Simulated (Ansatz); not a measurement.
A made-up structure of CH3FSi, closed shell:

F1  (-0.625, -1.881, 1.207)
C2  (0.235, 0.804, 0.057)
Si3  (-0.244, -0.841, -0.095)
H4  (-0.368, -1.491, -1.352)
H5  (0.443, 1.335, -0.837)
H6  (0.330, 1.298, 0.990)
(Å)

It is relaxed with PBE-D4/def2-SVP and then PBE0-D4/def2-TZVP (Ansatz 0.2.0). Atoms count as bonded within 1.22 times the sum of their covalent radii (H–H: 0.88 Å). The end point is not checked to be a true minimum.

Question: Does its bonding change? (Judge from chemistry; the calculation decides.)

Answer: The calculation gives: No: no bond forms or breaks.

Where it ends: The first stage lowers the energy by 0.21 eV in 5 steps. It ends as CH₃FSi ([CH2][SiH][F]):
```json
{"atom": "F1", "x (Å)": "-0.5939", "y (Å)": "-1.7904", "z (Å)": "1.1244"}
{"atom": "C2", "x (Å)": "0.2269", "y (Å)": "0.7790", "z (Å)": "0.0776"}
{"atom": "Si3", "x (Å)": "-0.2410", "y (Å)": "-0.8288", "z (Å)": "-0.0900"}
{"atom": "H4", "x (Å)": "-0.3950", "y (Å)": "-1.5820", "z (Å)": "-1.3442"}
{"atom": "H5", "x (Å)": "0.4457", "y (Å)": "1.3478", "z (Å)": "-0.8194"}
{"atom": "H6", "x (Å)": "0.3287", "y (Å)": "1.2980", "z (Å)": "1.0214"}
```

Labels in which every atom is bracketed show which atoms are joined, not bond orders.

For scale, one of the runs: PBE0-D4/def2-TZVP relaxation, 117 basis functions, launched by `ansatz run in.yaml --threads 2 --pin off --events-out ev --progress --plain --max-ram 4352MiB`. The run took about 10 s on 2 CPU threads of an Arm Neoverse V2 (shared host).
